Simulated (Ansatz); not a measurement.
AlH2(OMe) (CH₅AlO), relaxed as a singlet with RKS r2SCAN-D4/def2-TZVP in Ansatz, starting from the GFN2-xTB geometry. Force threshold 0.02 eV/Å.

Start:

```
atom   x (Å)   y (Å)   z (Å)
 Al1   0.254  -0.063   1.657
  H2   1.673  -0.275   2.198
  H3  -0.935   0.093   2.611
  O4   0.006  -0.003   0.035
  C5  -0.207   0.051  -1.350
  H6  -1.035   0.727  -1.572
  H7  -0.448  -0.945  -1.730
  H8   0.693   0.415  -1.850
```

(1) Estimate the energy that the relaxation releases and the steps that it takes.

(2) Does the start keep its bonding?

(3) Predict the relaxed structure.

Answers

(1) 1.1 kcal/mol, in 4 steps; 2.1 s on 4 threads of Intel Xeon 6975P-C on a shared host. No frequencies were taken in this run, so the end may be a saddle point.

(2) By distances, no bond broke or formed. The bond that changes most is Al1–H3, from 1.53 to 1.58 Å (atoms count from 1).

(3) 
Cartesian coordinates in Å:
```
Al 0.256 -0.064 1.667
H 1.730 -0.281 2.196
H -0.989 0.102 2.628
O 0.003 -0.010 0.029
C -0.206 0.052 -1.343
H -1.037 0.726 -1.580
H -0.449 -0.940 -1.738
H 0.692 0.414 -1.858
```
Bond lengths: 1 × C–O 1.39 Å; 1 × Al–O 1.66 Å; 3 × C–H 1.10 Å; 2 × Al–H 1.58 Å.
